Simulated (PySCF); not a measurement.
## `C=COC1CC1`, C₅H₈O

Geometry:
```json
{"atom": "C1", "x (Å)": "1.791", "y (Å)": "-1.866", "z (Å)": "1.652"}
{"atom": "C2", "x (Å)": "1.476", "y (Å)": "-0.681", "z (Å)": "1.152"}
{"atom": "O3", "x (Å)": "0.246", "y (Å)": "-0.408", "z (Å)": "0.658"}
{"atom": "C4", "x (Å)": "-0.002", "y (Å)": "0.896", "z (Å)": "0.221"}
{"atom": "C5", "x (Å)": "-1.294", "y (Å)": "1.540", "z (Å)": "0.627"}
{"atom": "C6", "x (Å)": "-1.089", "y (Å)": "1.083", "z (Å)": "-0.790"}
{"atom": "H7", "x (Å)": "2.778", "y (Å)": "-2.059", "z (Å)": "2.024"}
{"atom": "H8", "x (Å)": "1.070", "y (Å)": "-2.661", "z (Å)": "1.695"}
{"atom": "H9", "x (Å)": "2.198", "y (Å)": "0.130", "z (Å)": "1.105"}
{"atom": "H10", "x (Å)": "0.888", "y (Å)": "1.515", "z (Å)": "0.151"}
{"atom": "H11", "x (Å)": "-1.960", "y (Å)": "0.960", "z (Å)": "1.246"}
{"atom": "H12", "x (Å)": "-1.295", "y (Å)": "2.598", "z (Å)": "0.839"}
{"atom": "H13", "x (Å)": "-1.616", "y (Å)": "0.197", "z (Å)": "-1.108"}
{"atom": "H14", "x (Å)": "-0.952", "y (Å)": "1.823", "z (Å)": "-1.562"}
```

Theory: GIAO B3LYP/pcSseg-1 magnetisability, rotational g tensor and spin-rotation constants, non-relativistic, gas phase in PySCF. Geometry: GFN2-xTB, dihedral held. The dihedral C5–C4–O3–C2 is held at 225°.

Question: Give the nuclear spin-rotation constants along the inertial axes (H = +C I·J) beside the isotropic shieldings.

Answer: Rotational constants 14.0778, 1.8022, 1.7721 GHz. A star marks the isotopologue with that one atom substituted, in its own axes.
| atom | isotope | Caa (kHz) | Cbb (kHz) | Ccc (kHz) | mean (kHz) | σ (ppm) |
| --- | --- | --- | --- | --- | --- | --- |
| H7 | 1H | 0.398 | -0.212 | -0.108 | 0.026 | 27.8 |
| H8 | 1H | -1.460 | -0.194 | 0.124 | -0.510 | 27.4 |
| H9 | 1H | -1.325 | -0.190 | 0.155 | -0.454 | 25.4 |
| H10 | 1H | -1.323 | -0.208 | 0.068 | -0.488 | 28.6 |
| H11 | 1H | -1.541 | -0.176 | -0.009 | -0.576 | 31.1 |
| H12 | 1H | -1.027 | -0.109 | -0.148 | -0.428 | 31.4 |
| H13 | 1H | -1.542 | -0.115 | -0.068 | -0.575 | 31.1 |
| H14 | 1H | -0.868 | -0.162 | -0.115 | -0.382 | 31.3 |
| C1 | 13C* | 4.254 | 0.271 | 0.579 | 1.701 | 90.2 |
| C2 | 13C* | 5.017 | 0.480 | 0.835 | 2.111 | 21.1 |
| O3 | 17O* | -3.077 | -0.238 | -0.277 | -1.197 | 191.2 |
| C4 | 13C* | 2.740 | 0.449 | 0.348 | 1.179 | 120.9 |
| C5 | 13C* | 1.597 | 0.338 | 0.168 | 0.701 | 174.5 |

For the geometry as given, no vibrational averaging.
